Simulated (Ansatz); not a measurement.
A made-up structure of BSiH4O, doublet:

B1  (-0.961, 0.219, -0.649)
Si2  (0.700, -0.153, 0.472)
O3  (0.634, -1.768, 0.680)
H4  (-1.722, -0.621, -1.008)
H5  (-1.131, 1.369, -0.934)
H6  (0.377, -2.420, 1.350)
H7  (1.889, 0.319, -0.297)
(Å)

It is relaxed with PBE-D4/def2-SVP and then PBE0-D4/def2-TZVP (Ansatz 0.2.0). Atoms count as bonded within 1.22 times the sum of their covalent radii (H–H: 0.88 Å). The end point is not checked to be a true minimum.

Task: Does its bonding change? (A judgement: the text doesn't fix the answer.)

Result: Computed: No: no bond forms or breaks.

Where it ends: The first stage lowers the energy by 0.91 eV in 9 steps. It ends as BSiH₄O ([BH2][SiH][OH]):
B1  (-0.998, 0.201, -0.661)
Si2  (0.658, -0.331, 0.096)
O3  (0.959, -1.733, 0.888)
H4  (-1.959, -0.507, -0.591)
H5  (-1.040, 1.263, -1.206)
H6  (0.220, -2.341, 0.974)
H7  (1.948, 0.394, 0.115)
(Å)

Labels in which every atom is bracketed show which atoms are joined, not bond orders.

For scale, one of the runs: PBE0-D4/def2-TZVP relaxation, 123 basis functions, launched by `ansatz run in.yaml --threads 2 --pin off --events-out ev --progress --plain --max-ram 4352MiB`. Hardware: 2 CPU threads of an Arm Neoverse V2, shared host. Wall time about 21 s.
